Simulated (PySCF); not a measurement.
**oxygen: adiabatic energies of losing or gaining an electron at several levels**

Structure: `[O][O]` (O2). The parent is a triplet.

All levels share the PBE0-D3(BJ)/ma-def2-SVP structures and the PBE0-D3(BJ)/ma-def2-SVP thermal terms; only the single-point energies (PySCF) change. Values are adiabatic energies of losing or gaining an electron (0 K, eV).

Measured (NIST Chemistry WebBook): adiabatic ionisation energy 12.07 eV; adiabatic electron affinity 0.44 eV.

```jsonl
{"level": "ωB97X-D3(BJ)/ma-def2-TZVP", "ionisation energy to the radical cation": "12.41", "time": "–"}
{"level": "ωB97X-D3(BJ)/pcseg-2 (grid 2, damp 0.5)", "ionisation energy to the radical cation": "12.43", "time": "6.1 s"}
{"level": "OPBE/6-31G", "ionisation energy to the radical cation": "12.93", "time": "2.4 s"}
```

Times are wall times for all single points of a level on 1 thread of AMD EPYC 9R45 96-Core, a shared host; the dash marks the run that also made the structures. OPBE ran on a slower path of this set-up, which computes the density-fitting integrals anew in every SCF cycle while the other levels store them. So the times needn't show the usual order of cost, and those levels read slower than they are.

At OPBE/6-31G a relaxed species lies above the same state at the other structure, so the structures fit that level poorly.

The spread: 0.51 eV, from 12.41 to 12.93.

Differences come from unrounded values, so a last digit can differ from that of the printed terms.
